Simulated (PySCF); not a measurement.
**Worked example: entropy of an ideal gas**

AlCl₃, SMILES [Cl][Al]([Cl])[Cl].

Coordinates come from a B3LYP-D3(BJ)/def2-SVP optimisation. The isomer is the one that the SMILES or the coordinates give; other isomers of the formula were not compared.

B3LYP-D3(BJ)/def2-SVP run with PySCF gives the harmonic wavenumbers 148, 148, 203, 382, 630, 630 cm⁻¹ and the rotational temperatures 0.1050, 0.1050, 0.0525 K. The molar mass is 133.33 g/mol, the symmetry number 6, the spin multiplicity 1.

**Question.** Work out the entropy at 298.15 K and 1 atm in the rigid-rotor, harmonic-oscillator model.

**Answer.** 
Translation (Sackur–Tetrode at 1 atm): S = R[1.5 ln M + 2.5 ln T − 1.16487] = 169.8 J/(mol K).
Rotation: q = (√π/σ) T^1.5/√(θA θB θC) = 63200, S = R[ln q + 3/2] = 104.4 J/(mol K).
Vibration: with u = 1.4388 ν/T, each mode gives R[u/(e^u − 1) − ln(1 − e^−u)]:
| ν (cm⁻¹) | modes | u | S (J/(mol K)) |
|---|---|---|---|
| 148 | 2 | 0.71 | 22.58 |
| 203 | 1 | 0.98 | 8.81 |
| 382 | 1 | 1.84 | 4.31 |
| 630 | 2 | 3.04 | 3.35 |
These are all the modes. Sum 39.1 J/(mol K).
Spin: R ln 1 = 0.0 J/(mol K).
Total 313.2 J/(mol K); the program's own thermochemistry gives 313.2. Translation makes up 54 % and vibration 12 %. Anharmonicity, hindered rotation and orbital degeneracy are left out.
